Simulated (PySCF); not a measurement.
# C₄H₄F₂: geometry, NMR shifts, spin-spin couplings and electronic excitations

Wanted: the NMR shifts, spin-spin couplings and electronic excitations of C₄H₄F₂ (`C#CCC(F)F`), by calculation.

Programs: PySCF 2.14.0, with density-fitted response routines of our own. Each step states its level of theory. These are calculated values for one molecule in the gas phase, unless marked as measured. Atoms are numbered from 0 throughout.

### Step 1. Starting geometry

10 atoms, charge 0, multiplicity 1; geometry from: GFN2-xTB.

Bonds of the start (Å): C0–C1 1.20, C1–C2 1.45, C2–C3 1.53, C3–F4 1.36, C3–F5 1.35, C0–H6 1.05, C2–H7 1.09, C2–H8 1.09, C3–H9 1.10.

### Step 2. Optimising the geometry at PBE0-D3(BJ)/def2-SVP

Job settings and geometry (Å):

```
{"job": {"xc": "PBE0", "basis": "def2-SVP", "d3": "d3bj", "grid": 1, "kind": "geom"}, "charge": 0, "multiplicity": 1}
C      2.211363     0.437193    -0.472687
C      1.190016     0.080753     0.036971
C     -0.060138    -0.344911     0.632469
C     -1.239546    -0.014277    -0.276994
F     -2.367160    -0.616293     0.179183
F     -1.498972     1.314014    -0.281470
H      3.114044     0.749122    -0.905936
H     -0.206031     0.155370     1.593824
H     -0.048858    -1.426216     0.792575
H     -1.085835    -0.330100    -1.320462
```

**Question.** This job is followed by: GIAO PBE0/pcSseg-1 NMR shielding, non-relativistic, gas phase; B3LYP/pcJ-1 indirect spin-spin coupling, non-relativistic, gas phase; TDDFT CAM-B3LYP/def2-SVPD, vertical, gas phase, core orbitals frozen in the response; GIAO wB97X-D/pcSseg-2 NMR shielding, non-relativistic, gas phase. What will the session give for the following? point group; rotational constants (main isotopes); 13C shifts against TMS (PBE0/pcSseg-1); 1H shifts against TMS (PBE0/pcSseg-1, means over atoms taken as alike); 19F shifts against CFCl3 (PBE0/pcSseg-1, means over atoms taken as alike); largest coupling of the table (B3LYP/pcJ-1); lowest singlet (CAM-B3LYP/def2-SVPD); brightest single state of those computed; lowest triplet; vertical ionisation energy (ΔSCF); range of the shift of F4.

**Answer**, as computed:

| quantity | value |
| --- | --- |
| point group | C1 |
| rotational constants (main isotopes) | 8.79, 2.09, 1.78 GHz |
| 13C shifts against TMS (PBE0/pcSseg-1) | 117.6, 79.1, 78.4, 27.6 ppm |
| 1H shifts against TMS (PBE0/pcSseg-1, means over atoms taken as alike) | 5.75, 2.55, 1.99 ppm |
| 19F shifts against CFCl3 (PBE0/pcSseg-1, means over atoms taken as alike) | -127.7 ppm |
| largest coupling of the table (B3LYP/pcJ-1) | 1J(C,F) C3–F4, -306.0 Hz |
| lowest singlet (CAM-B3LYP/def2-SVPD) | 6.48 eV (191 nm), f = 0.000 |
| brightest single state of those computed | state 10, 9.33 eV, f = 0.181 |
| lowest triplet | 5.34 eV |
| vertical ionisation energy (ΔSCF) | 10.75 eV |
| range of the shift of F4 | -127.7 to -123.1 ppm |

What this shows: Relaxing lowered the energy by 0.054 eV in 4 steps; the close pair that moved most is C0–H6, from 1.049 to 1.074 Å. No frequency check was run at this level, so the end point may be a saddle. H9 (hydrogen on an sp3 CH bonded to 2 F) lies farthest downfield among hydrogen, at 5.75 ppm; its carbon carries F, hence the downfield position. At PBE0/pcSseg-1: The largest span, 284 ppm, is at C1, where the paramagnetic term is -159 ppm. Of the pairs tabulated at B3LYP/pcJ-1, C3–F4 (mean over like pairs) couples most strongly (-306.0 Hz; Fermi contact -305.0 Hz). Couplings across rotatable bonds belong to this one conformer; where others are populated, the observed values are averages, and the simulated multiplets take (2 J gauche + J anti)/3 across rotating chain bonds. Density functionals describe couplings to fluorine poorly, F–F couplings above all, so those rows are rough. The lowest singlet, at 6.48 eV, is HOMO→LUMO+1 0.56, HOMO→LUMO 0.17 and is dark; of the 10 states computed, the strongest absorption comes from state 10 at 9.33 eV (the last computed, so partners may be missing). The lowest triplet lies 1.14 eV below the lowest singlet (triplets in Tamm-Dancoff, singlets in full TDDFT). ΔSCF puts the ionisation energy at 10.75 eV, 1.16 eV above −ε(HOMO). Across the 2 runs the shift of F4 (with its like atoms) moves most, between -127.7 (PBE0/pcSseg-1) and -123.1 ppm (wB97X-D/pcSseg-2).
